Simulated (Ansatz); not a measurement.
System: propyl chloride, C3H7Cl, charge 0, multiplicity 1. SMILES: CCCCl
Coordinates optimised at B3LYP-D3(BJ)/def2-TZVP (Ansatz, a quantum-chemistry and plane-wave program):
```
C
H 1 1.0920
H 1 1.0920 2 106.81
C 1 1.5158 2 109.09 3 117.79
H 4 1.0883 1 111.73 2 -177.01
H 4 1.0883 5 108.92 1 123.92
C 1 1.5283 2 110.25 3 -119.79
H 7 1.0907 1 110.74 2 58.84
H 7 1.0923 8 107.73 1 -121.98
H 7 1.0923 8 107.73 9 -116.03
Cl 4 1.8082 5 106.18 6 113.97
```

CCSD(T) with Ansatz in growing basis sets, 26 correlated electrons. Correlated levels leave the core frozen unless marked. Open shells are spin-unrestricted. Spin-orbit coupling is left out. No relativistic terms. Costs are ratios of core time to the smallest set, on shared machines of one kind, and rough; they hold the program's checks for lower states.

```json
[
 {"basis": "cc-pV(D+d)Z", "functions": "100", "cost over smallest": "1×", "E(corr) (Eh)": "-0.6482", "electronic atomisation energy (kcal/mol)": "920.1"},
 {"basis": "cc-pV(T+d)Z", "functions": "227", "cost over smallest": "9×", "E(corr) (Eh)": "-0.8034", "electronic atomisation energy (kcal/mol)": "964.3"}
]
```

Formally CCSD grows as o²v⁴ and (T) as o³v⁴; with o = 13 and v going from 79 to 206 both grow 46-fold in the last step, while integrals and the mean field grow more slowly. That step adds 155.2 mEh of correlation energy and 44.2 kcal/mol to the atomisation energy.
